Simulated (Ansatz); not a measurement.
CH₄O₃ (`OC(O)O`), relaxed with RKS PBE-D4/def2-SVP in Ansatz from a rough embedded geometry. The force threshold is 0.03 eV/Å; the program also tests the step.

The species carries charge 0 and has multiplicity 1.

Start:

```xyz
8

O     1.035    0.847    0.325
C     0.064    0.179   -0.321
O    -1.161    0.662    0.077
O     0.080   -1.167    0.051
H     0.893    0.769    1.271
H     0.155    0.308   -1.412
H    -1.476    0.017    0.764
H     0.410   -1.615   -0.756
```

| step | energy (eV) | largest force (eV/Å) | largest move (Å) |
| --- | --- | --- | --- |
| 1 | -7229.7285 | 2.595 | 0.000 |
| 2 | -7229.9153 | 0.818 | 0.085 |
| 3 | -7229.9442 | 0.189 | 0.044 |
| 4 | -7229.9999 | 0.448 | 0.200 |
| 5 | -7230.0150 | 0.665 | 0.200 |
| 6 (rejected) | -7229.9985 | 0.520 | 0.200 |
| 7 (rejected) | -7229.9265 | 1.740 | 0.068 |
| 8 | -7230.0338 | 0.117 | 0.033 |
| 9 (rejected) | -7230.0328 | 0.407 | 0.062 |
| 10 | -7230.0363 | 0.032 | 0.030 |
| 11 | -7230.0372 | 0.062 | 0.029 |
| 12 | -7230.0377 | 0.070 | 0.024 |
| 13 | -7230.0385 | 0.035 | 0.030 |
| 14 | -7230.0386 | 0.027 | 0.009 |

End:

```xyz
8

O     1.154    0.785    0.212
C     0.002    0.179   -0.263
O    -1.105    0.711    0.397
O    -0.039   -1.215   -0.031
H     1.082    0.749    1.189
H    -0.005    0.396   -1.363
H    -1.783    0.009    0.394
H     0.695   -1.613   -0.535
```

Hardware: 2 threads of an Arm Neoverse V2 on a shared host. Wall time 13 s, peak host memory 0.13 GiB.
